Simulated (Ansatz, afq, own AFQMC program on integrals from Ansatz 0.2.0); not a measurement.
Breaking In2–Cl1 in InBr₂Cl, singlet

| atom | x (Å) | y (Å) | z (Å) |
| --- | --- | --- | --- |
| Cl | -1.9379 | -0.9914 | 0.8743 |
| In | -0.0150 | -0.0077 | 0.0068 |
| Br | 2.1836 | -0.7858 | 0.7771 |
| Br | -0.2307 | 1.7850 | -1.6582 |

Products: InBr2 (doublet; Br–In–Br) and Cl (doublet), each relaxed with PBE0/def2-SVP like the molecule; electronic energies without zero-point terms. Determinants: RHF, UHF and UHF in that order.

Basis def2-TZVP with its core potentials. Only valence electrons are correlated. Integrals, coupled cluster, full CI and functionals: Ansatz 0.2.0; the random walks run on the same integrals in our own AFQMC program. ph-AFQMC/CISD is guided by a CISD state made of CCSD amplitudes; releasing the constraint for a short imaginary time cuts its bias at the price of noise, slowly where states lie close. Error bars are statistical, one sigma. No spin–orbit coupling. The errors of all members are added in quadrature.

No full CI on the walks' own integrals is used here. The released AFQMC energy serves as the reference, which it does only where one determinant dominates, the energy is flat over the last release times and near the phaseless one (40 meV or 2 meV an electron, half that with transition metals). On small molecules, where full CI could be run and the noise was under 10 meV, such values lay within 10 meV of it in 19 cases of 20, a flattering rate, since the rule was set on those same cases; what remains of the bias isn't in the error bar. Each member takes its own surest rung, up to full CI.

The best estimate is CCSD(T) at the basis-set limit (CBS: def2-TZVPP and def2-QZVPP, with their diffuse functions for anions and beside diffuse sets, CCSD(T) itself extrapolated) plus the step from CCSD(T) to AFQMC with the constraint released in def2-TZVP. Rows without CBS are in def2-TZVP; B2PLYP and the wave-function rows carry a basis error of their own. Core correlation and relativity beyond core potentials are missing, and ± holds the sampling alone.

Cautions: inner d shell frozen; no relativity below Rb; no spin-orbit coupling; InBr₂Cl (singlet): the released value is read at 0.90 1/Eh with a noise of 13 meV, more than in the cases checked (meV from the phaseless value at times in 1/Eh: -20 ± 11 at 0.21, -11 ± 9 at 0.42, -13 ± 12 at 0.63, -23 ± 13 at 0.90); InBr₂ (doublet): the released value is read at 1.50 1/Eh with a noise of 10 meV, more than in the cases checked (meV from the phaseless value at times in 1/Eh: -8 ± 6 at 0.24, -9 ± 6 at 0.51, -9 ± 7 at 0.99, -20 ± 10 at 1.50).

Best estimate: 3.888 ± 0.017 eV.

```
         level  bond energy (eV)  error against the best estimate (eV)
            HF             2.728                        -1.160 ± 0.017
           MP2             3.904                         0.016 ± 0.017
          CCSD             3.612                        -0.276 ± 0.017
       CCSD(T)             3.696                        -0.192 ± 0.017
 ph-AFQMC/CISD     3.719 ± 0.011                        -0.170 ± 0.020
released AFQMC     3.719 ± 0.017                                -0.169
        HF/CBS             2.739                        -1.149 ± 0.017
       MP2/CBS             4.067                         0.179 ± 0.017
   CCSD(T)/CBS             3.870                        -0.018 ± 0.017
           PBE             3.560                        -0.328 ± 0.017
        r2SCAN             3.635                        -0.253 ± 0.017
          PBE0             3.601                        -0.288 ± 0.017
         B3LYP             3.355                        -0.533 ± 0.017
       wB97M-V             3.771                        -0.117 ± 0.017
        B2PLYP             3.564                        -0.324 ± 0.017
```

Correlation beyond CCSD(T) changes it by less than twice the noise. Going to the basis-set limit adds 0.175 eV at CCSD(T). The perturbative (T) step is worth +0.084 eV.

Best estimates are given only where the step beyond CCSD(T) is under 0.3 eV and no member's determinant is very poor (T1 over 0.05, or 0.07 for open shells, ⟨S²⟩ too high by 0.3, two states mixed), so the hardest cases are missing from such tables.

The functionals ran in a triple-zeta set and keep a basis error of their own, a few kJ/mol for each bond in atomization energies and more for double hybrids, so close places among them and the extrapolated levels can swap.

Each member of a difference takes its own highest rung, so a best estimate needn't equal the limit plus the step of one row. A walk keeps the symmetry of its determinant, which the program's search chose and which needn't be the lowest solution, so a lower state of the same spin and another symmetry isn't excluded. Released energies are given only where the last usable release times agree within the noise; a slower fall can still hide under it. The exponents were fitted on light atoms, and def2 sets of heavy atoms don't grow evenly, so the limit is rough here.
